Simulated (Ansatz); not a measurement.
Born–Oppenheimer molecular dynamics of BH₃OSi (6 atoms, charge 0, multiplicity 1). It starts at the highest image of a converged band. Of that band: The profile has 2 maxima (images 2, 5) with wells between them (image 3): this band takes more than one step, which may be the mechanism or a detour left from its start path. A vibrational analysis at the climbing image gives one clearly imaginary mode, 426i cm⁻¹: a first-order saddle point.

Theory: RKS B3LYP/def2-TZVP (Ansatz).

```yaml
ensemble: NVE (velocity Verlet)
time_step: 0.5 fs
steps_asked: 200
starting_velocities_drawn_for: 300 K
seed: 8678
```

First frame:

```xyz
6
Properties=species:S:1:pos:R:3
B 0.339 -0.517 -0.733
Si -0.145 0.885 0.451
O -0.364 2.223 1.133
H 1.305 -1.140 -0.437
H -0.527 -0.935 -1.429
H -0.607 -0.516 1.015
```

(1) How far do the bonds stretch over the last three quarters of this one trajectory? (Pairs bonded in most of those frames.)

## Answers

(1) 
```tsv
bond	mean (Å)	spread (Å)	shortest	longest
B1–Si2	2.012	0.044	1.94	2.09
B1–H4	1.191	0.018	1.16	1.22
B1–H5	1.192	0.025	1.15	1.23
Si2–O3	1.530	0.010	1.51	1.55
Si2–H6	1.517	0.038	1.45	1.61
```

Mean temperature of the second half: 730 K. The conserved energy stayed within 0.094 meV per atom of its start (net change 0.027 meV per atom), so the integration is sound. The system heated up, since it started high on the potential surface and ran downhill. A run of 0.1 ps of so small a system gives no equilibrium averages. The orbitals stay closed-shell, which can raise the energy where a bond breaks towards radicals; this wasn't checked here.

Run time: 4.7 min on 2 threads of Arm Neoverse V2, on a shared host, peak memory 0.17 GiB.
